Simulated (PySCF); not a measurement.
Basis-set dependence of SF at MP2

PySCF, UHF reference; doublet, unpaired electrons π ↑; De to S + F without counterpoise correction. Frozen cores follow the default of each basis and core potential.

| basis | relativity | functions | Re (Å) | ωe (cm⁻¹) | De (eV) | frozen orbitals |
| --- | --- | --- | --- | --- | --- | --- |
| def2-SVP | no relativity | 32 | 1.628 | 848 | 3.08 | 6 |
| def2-SVPD | no relativity | 50 | 1.646 | 813 | 3.32 | 6 |
| aug-cc-pV(D+d)Z/aug-cc-pVDZ | no relativity | 55 | 1.644 | 817 | 3.41 | 6 |
| x2c-TZVPPall | spin-free X2C | 73 | 1.602 | 850 | 3.61 | 6 |
| def2-TZVPPD | no relativity | 91 | 1.603 | 846 | 3.67 | 6 |

Q: How does each smaller set differ from the one with most functions, def2-TZVPPD?

A: def2-SVP: +2.5 pm, +0.2 % in ωe, -0.59 eV in De; def2-SVPD: +4.3 pm, -3.9 % in ωe, -0.35 eV in De; aug-cc-pV(D+d)Z/aug-cc-pVDZ: +4.1 pm, -3.4 % in ωe, -0.26 eV in De; x2c-TZVPPall: -0.1 pm, +0.5 % in ωe, -0.06 eV in De. All at MP2; the set with most functions is neither the basis-set limit nor always the best. The rows treat relativity differently, so the differences are not basis effects alone.

Correlated steps freeze 6 core orbitals. Correlated levels converge slowly with the basis: in double zeta they bind strong bonds too weakly, by up to about 1 eV, and carry superposition errors of some tenths. The state was picked by a PBE0 search and need not be the measured ground state.
